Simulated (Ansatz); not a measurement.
Job for Ansatz (a quantum-chemistry and plane-wave program): R-PBE0/def2-TZVPPD on CH7NO (a complex). Files ending in .json are basis or fitting sets from the Basis Set Exchange.

Ansatz 0.2 input:
```yaml
crystal:
  periodic: [false, false, false]
  atoms:
    - {symbol: O, position_ang: [-2.11679569, -0.55936012, -0.00473731]}
    - {symbol: H, position_ang: [-2.47545269, 0.32832188, 0.02759469]}
    - {symbol: H, position_ang: [-1.15528769, -0.42176512, 0.01139069]}
    - {symbol: N, position_ang: [0.85508831, -0.34244312, 0.02098169]}
    - {symbol: H, position_ang: [1.15045331, -0.89508112, -0.77380931]}
    - {symbol: H, position_ang: [1.16516931, -0.85316412, 0.83784169]}
    - {symbol: C, position_ang: [1.51442331, 0.96592088, -0.01925931]}
    - {symbol: H, position_ang: [1.20388131, 1.54764588, 0.84525569]}
    - {symbol: H, position_ang: [2.60573331, 0.92662588, -0.02821531]}
    - {symbol: H, position_ang: [1.18771131, 1.50183788, -0.90708331]}
basis:
  gaussian:
    orbitals: def2-TZVPPD.json
hamiltonian:
  xc: {name: PBE0}
scf: {lower_state_search: off}
```

The log:

```
WARN ansatz: RAYON_NUM_THREADS=2 ignored (pool sized by the plan → 2); use --threads N
Functional definition: PBE0
these checks for a lower state are left out or cut short: stability, starts, cluster_reference, orbital_swaps, neighbouring_geometries, increment
integrals: 0.10 GiB planned
950 factors; their error is unknown
mean field: 1.11 GiB planned
mean field evaluation 1: about -4675.5067 eV, gradient 7.3e1 eV
mean field evaluation 2: about -4665.1073 eV, gradient 1.0e2 eV
mean field evaluation 4: about -4685.0934 eV, gradient 4.6e0 eV
mean field evaluation 8: about -4685.1310 eV, gradient 5.1e-1 eV
mean field evaluation 16: about -4685.1313 eV, gradient 2.1e-6 eV
mean field -4685.13130487 eV, -172.1753997579 hartree, gradient 2.2e-6 eV, S^2 0.000000; 0 other end points of the search recorded, 0 dependent functions left out
reference -4685.13134342 eV, -172.1754011747 hartree; 14, 14 occupied and 219, 219 virtual orbitals, 950 factors
Total energy: -4685.13134342 eV, -172.1754011747 hartree
Checks for a lower state left out: stability, starts, cluster_reference, orbital_swaps, neighbouring_geometries, increment
```

The calculation finished and met its thresholds.

Cost: about 5 core-seconds (a rough figure).
